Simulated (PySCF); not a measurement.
# Al₂O: fields on a plane

All numbers come from PySCF, PBE0, basis O def2-TZVP, Al def2-TZVP (no relativity, density fitting).

The singlet minimum has O–Al 1.705 Å (×2); Al–O–Al 180.0°.

The plane holds O1 at (0.00, 0.00), Al2 at (1.70, 0.00), Al3 at (-1.70, 0.00) Å. Columns run from x = -3.75 to 4.05 Å, rows from y = 2.25 (top) to -1.95 Å, in steps of 0.3 Å. Other isomers or separated fragments may lie lower.

Q: Give the electron density (e/Å³) (cut at 5 e/Å³). Lower edges of the bins (e/Å³): '0' 0.001, '1' 0.030, '2' 0.077, '3' 0.151, '4' 0.269, '5' 0.455, '6' 0.751, '7' 1.219, '8' 1.961, '9' 3.136; top 5.00.

A: 
```
000000000000000000000000000
000000000000000000000000000
000001110000000000111000000
000111211111111111121110000
001122222223333222222211000
011233443345665433443321100
012335896457997546985332100
012347999569999659997432100
012347999569999659997432100
012335896457997546985332100
011233443345665433443321100
001122222223333222222211000
000111211111111111121110000
000001110000000000111000000
000000000000000000000000000
```

Q: Give the electron localisation function (set to 0 where the density is under 0.005 e/Å³). Every second row and column.

A: 
```
0.00 0.00 0.73 0.65 0.16 0.00 0.00 0.00 0.00 0.40 0.75 0.00 0.00 0.00
0.00 0.98 0.99 0.95 0.37 0.11 0.19 0.14 0.16 0.76 0.99 0.99 0.90 0.00
0.96 1.00 1.00 0.72 0.24 0.35 0.61 0.54 0.20 0.40 0.95 1.00 0.99 0.74
0.99 1.00 0.59 0.50 0.28 0.71 0.82 0.85 0.08 0.73 0.07 0.99 1.00 0.94
0.99 1.00 0.22 0.87 0.82 0.77 0.11 0.84 0.06 0.46 0.25 0.97 1.00 0.95
0.99 1.00 0.95 0.08 0.05 0.57 0.79 0.75 0.17 0.06 0.40 1.00 1.00 0.88
0.88 1.00 1.00 0.95 0.39 0.19 0.38 0.29 0.20 0.76 0.99 1.00 0.98 0.00
0.00 0.84 0.96 0.88 0.28 0.06 0.08 0.06 0.10 0.64 0.95 0.94 0.00 0.00
```
